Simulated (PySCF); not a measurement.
Species: 2-cyclobutene-1-one, C₄H₄O.
Bonds: O1–C2 (double), C2–C3, C3–C4 (double), C4–C5, C2–C5. Hydrogens: H6 on C3; H7 on C4; H8, H9 on C5.

Probes without a nucleus sit at each ring's centroid and 1 Å off its mean plane on both sides; NICS is minus the shielding there, NICSzz its component along the normal. Level: GIAO PBE0/pcSseg-1 (PySCF, non-relativistic, gas phase) on the GFN2-xTB geometry, one conformer.

Ring bond lengths (Å), with Mayer bond orders in brackets: C2–C3 1.478 (0.98), C3–C4 1.340 (1.69), C4–C5 1.510 (1.03), C5–C2 1.547 (0.96).

**Question.** Give the NICS values of each ring in ppm.

**Answer.** 
| ring | type | NICS(0) | NICS(1), two faces | NICS(1)zz, two faces | rms pucker (Å) | centre to ring atoms, mean (Å) |
| --- | --- | --- | --- | --- | --- | --- |
| C2–C3–C4–C5 | 4-membered carbocycle; formal bonds 1 double, 3 single | 6.3 | -2.2 / -2.2 | 0.7 / 0.6 | 0.00 | 1.04 |

**Question.** What can be read from them?

**Answer.** 
- C2–C3–C4–C5: mean NICS(1)zz 0.6 ppm, near zero. C5 has four or more neighbours; no verdict on aromaticity is drawn. NICS(0) lies 9 ppm above the mean NICS(1).

**Question.** What field does 7.05 T along the ring normal induce along that normal at the first NICS(1) probe listed for ring C2–C3–C4–C5, 1 Å off the ring?

**Answer.** NICSzz × B0 = 0.7 ppm × 7.05 T = 5 μT, along the applied field.
